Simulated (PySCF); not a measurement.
Geometry:
```
atom   x (Å)   y (Å)   z (Å)
  C1  -0.473   0.011  -0.059
  C2   0.970  -0.070   0.083
  N3   2.120  -0.135   0.196
  H4  -0.844  -0.830  -0.663
  H5  -0.956  -0.025   0.928
  H6  -0.755   0.951  -0.554
```

One averaged value for each set of equivalent atoms, non-relativistic Hamiltonian, one computed conformer, isolated molecule. NMR shieldings at B97-2/pcSseg-2/GIAO; structure optimised with PBE0-D3(BJ)/def2-SVP; PySCF 2.14.0 with density-fitted response routines.

References, each an isolated molecule treated in the same way: TMS for ¹³C (183.46 ppm), ¹H (31.36 ppm); ¹⁵N (259.60 ppm) against NH3.

```
   atoms  nucleus  count  δ (ppm)
      N3      ¹⁵N      1    292.3
      C1      ¹³C      1        ?
      C2      ¹³C      1        ?
H4/H5/H6       ¹H      3     1.77
```

Q: Fill in the missing shifts.

A: 
- C2: 120.7 ppm, nitrile carbon; this is the usual window of a C≡N carbon, which has no attached hydrogen
- C1: 1.5 ppm, methyl carbon α to a nitrile; saturated and bonded to C and H only

Shifts are as computed. Against solution values, carbons near 30 ppm lie about +4 ppm off and those near 130 ppm about +7 ppm. Of 1211 compounds with measured shifts, 218 miss one by over three times the rms of a fit or turn the order of signals round; such compounds aren't used in these exercises. Experimental scales use liquid or dissolved standards, which lie at an offset from isolated NH3 (liquid NH3: subtract about 20 ppm). Unscaled 15N shifts of sp2 nitrogen come out 20 to 40 ppm too high even then.
